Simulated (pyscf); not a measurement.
Thermochemistry of product channels of BH₃ (SMILES B) + HC≡CH (SMILES C#C) on the singlet surface, in kcal/mol, from ωB97M-D3(BJ)/def2-TZVP energies (ideal gas, 1 atm, RRHO with modes under 100 cm⁻¹ raised to 100, one conformer, R ln 2 for rigid chiral ones). Optimised with ωB97X-D3(BJ)/def2-SVP in PySCF.

| products | ΔE | ΔH(298 K) | ΔG(900 K) | ΔG(1200 K) |
|---|---|---|---|---|
| H₂B–C≡CH (SMILES BC#C) + H₂ (SMILES [H][H]) | (withheld) | -12.3 | -11.8 | -12.2 |
| H₂B–CH=CH₂ (SMILES BC=C) | -53.7 | -49.4 | -22.4 | -13.3 |

Q: Complete the blanks.

A: 
- H₂B–C≡CH (SMILES BC#C) + H₂ (SMILES [H][H]), ΔE: -9.8

These are energies of the channels, which say nothing of barriers.
